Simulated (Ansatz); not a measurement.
**CP+ (singlet): from Hartree-Fock to the top rungs, 6-31G**

One table from this session's results is given with a row withheld; the runs are named, their logs left out.

The runs use Ansatz 0.2.0, Gaussian basis; 6-31G, core rule «outside noble gas», up to 6 orbitals frozen.

To be run: UHF; CCSD(T) on RHF; CCSD(T) on UHF; BCCD(T) on RHF; CISD; CCSDT(Q) on RHF; CCSDT(Q) on UHF; CISDTQ; CCSDTQ on RHF; CCSDTQ on UHF; CASSCF and MRCISD+Q, 8 electrons in 8 orbitals; CASSCF and NEVPT2, 8 electrons in 8 orbitals; Full CI.

12 further runs of the same task are left out: 5 that didn't finish, 7 set aside as unsound or not needed. Runs told in other sessions of the task aren't counted.

**The system**

The geometry is a PBE0/def2-TZVP stationary point (not a proven minimum) of the parent state, kept for this charge and spin.

2 atoms, charge 1, spin multiplicity 1.

Atoms are counted from 1 here; the program's logs count them from 0.

Bond lengths: C1–P2 1.550 Å.

The first run:

File in.yaml:

```yaml
crystal:
  periodic: [false, false, false]
  atoms:
    - {symbol: C, position_ang: [0.000000, 0.000000, 0.000000]}
    - {symbol: P, position_ang: [0.000000, 0.000000, 1.549700]}
basis:
  gaussian: {orbitals: 6-31G}
total_charge: 1
magnetization: {spin_polarized: true, initial_magnetization: 0}
hamiltonian: {xc: hf}
output: {orbitals: {seedname: orbitals}}
```

Command:

```sh
> ansatz run in.yaml --threads 1 --pin off --events-out ev --progress --plain --max-ram 2393MiB
```

Among the steps run: UHF; CCSD(T) on RHF; CCSD(T) on UHF; BCCD(T) on RHF; CISD; CCSDT(Q) on RHF; CCSDT(Q) on UHF; CISDTQ; CCSDTQ on RHF; CCSDTQ on UHF; CASSCF and MRCISD+Q, 8 electrons in 8 orbitals; CASSCF and NEVPT2, 8 electrons in 8 orbitals; Full CI.

One of the session's tables, all rows but one given; the rest of the session is left out.

```
          method  from FCI (meV)
             RHF         +6191.0
            RMP2          +923.0
            CISD         +1213.6
           RCCSD          +501.9
        RCCSD(T)           +59.5
         BCCD(T)           +55.1
          RCCSDT           +68.1
          CISDTQ          +131.4
       RCCSDT(Q)           -21.5
         RCCSDTQ               ?
  CASSCF valence          +721.5
  NEVPT2 valence          +188.2
  MRCISD valence           +15.8
MRCISD+Q valence            +5.3
             FCI               0
```

Q: Estimate the row for RCCSDTQ from the others.

As computed: from FCI (meV): +11.8. In the column «from FCI (meV)» it lies between MRCISD+Q valence (+5.3) and MRCISD valence (+15.8).

Left out of the table: UHF, UMP2, UCCSD, UCCSD(T), UCCSDT, UCCSDT(Q), UCCSDTQ (another determinant or state than the rows shown). UCCSDT(Q) lies 0.12 eV below the table's zero, so the state tabled may not be the lowest.

Limits of these values: The program flags BCCD(T) as in doubt, so read those rows with care; the flags are large difference. RCCSDT(Q) falls below full CI, which methods that aren't variational can do.
